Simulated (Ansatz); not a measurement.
**hcp Mg**

All values below come from PBEsol (plane waves, PAW; Ansatz, a first-principles code).

Numerical settings: plane-wave cutoff 500 eV, 12×10×1 k mesh (along the axes of the cell as run), Fermi–Dirac smearing 0.1 eV, scalar-relativistic PAW data made under PBE.

Cell: relaxed at this level.

| Property | Result |
|---|---|
| surface energy of the (11-20) face | 0.80 J/m² |
| work function of the (11-20) face | 3.50 eV |

The slab of 16 atoms is relaxed and unreconstructed.

Cost on a shared machine: roughly 17 core-minutes.
